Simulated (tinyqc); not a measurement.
CCD on RHF in the sto-6g basis, frozen core, for H2O, spin multiplicity 1, step by step. One step of it, computed by the program tinyqc.

Task: Iteration 1: diagonalisation and new density. Diagonalise F' = X^T F X, C = X C', fill 5 alpha and 5 beta electrons from the bottom; D = 2 C_occ C_occ^T. Each column has its largest component positive (the first on a tie).

Fock matrix F (hartree), lower triangle:
```
             1O 1s      1O 2s     1O 2px     1O 2py     1O 2pz      2H 1s      3H 1s
1O 1s   -20.007632
1O 2s    -4.882669  -2.016747
1O 2px    0.000000   0.000000  -0.116514
1O 2py    0.000000   0.000000   0.000000  -0.167937
1O 2pz   -0.029116  -0.135199   0.000000   0.000000  -0.163880
2H 1s    -0.928605  -0.810495   0.000000  -0.332570  -0.277940  -0.391987
3H 1s    -0.928605  -0.810495   0.000000   0.332570  -0.277940  -0.292375  -0.391987
```

X, lower triangle:
```
            1O 1s      1O 2s    1O 2px     1O 2py     1O 2pz      2H 1s     3H 1s
1O 1s    1.022495
1O 2s   -0.134345   1.179384
1O 2px   0.000000   0.000000  1.000000
1O 2py   0.000000   0.000000  0.000000   1.084824
1O 2pz  -0.007443   0.080366  0.000000   0.000000   1.040745
2H 1s    0.018230  -0.242666  0.000000  -0.191344  -0.123440   1.148760
3H 1s    0.018230  -0.242666  0.000000   0.191344  -0.123440  -0.065628  1.148760
```

Give: F' = X^T F X; orbital energies; coefficients C; D after iteration 1.

Result:

F' = X^T F X (hartree), lower triangle:
```
          1        2        3        4        5        6       7
1  -19.6743
2   -2.5260  -0.8973
3    0.0000   0.0000  -0.1165
4    0.0000   0.0000   0.0000   0.0712
5   -0.0454   0.0463   0.0000   0.0000  -0.0572
6   -0.1281  -0.4630   0.0000  -0.4045  -0.2557   0.0446
7   -0.1281  -0.4630   0.0000   0.4045  -0.2557  -0.1054  0.0446
```

orbital energies (hartree): MO1 -20.0118, MO2 -1.0136, MO3 -0.4628, MO4 -0.2118, MO5 -0.1165, MO6 0.5476, MO7 0.6839

coefficients C:
```
            MO1      MO2      MO3      MO4     MO5      MO6      MO7
1O 1s    0.9962  -0.2062   0.0000   0.1075  0.0000  -0.1333   0.0000
1O 2s    0.0175   0.7529   0.0000  -0.5327  0.0000   0.8260   0.0000
1O 2px   0.0000   0.0000   0.0000   0.0000  1.0000   0.0000   0.0000
1O 2py   0.0000   0.0000   0.6083   0.0000  0.0000   0.0000   0.9381
1O 2pz   0.0031   0.1468   0.0000   0.8029  0.0000   0.6738   0.0000
2H 1s   -0.0039   0.2336   0.4461   0.2305  0.0000  -0.7439  -0.7583
3H 1s   -0.0039   0.2336  -0.4461   0.2305  0.0000  -0.7439   0.7583
```

D after iteration 1, lower triangle:
```
          1O 1s    1O 2s  1O 2px   1O 2py  1O 2pz    2H 1s   3H 1s
1O 1s    2.0930
1O 2s   -0.3903   1.7019
1O 2px   0.0000   0.0000  2.0000
1O 2py   0.0000   0.0000  0.0000   0.7401
1O 2pz   0.1183  -0.6344  0.0000   0.0000  1.3324
2H 1s   -0.0545   0.1060  0.0000   0.5428  0.4387   0.6135
3H 1s   -0.0545   0.1060  0.0000  -0.5428  0.4387  -0.1826  0.6135
```
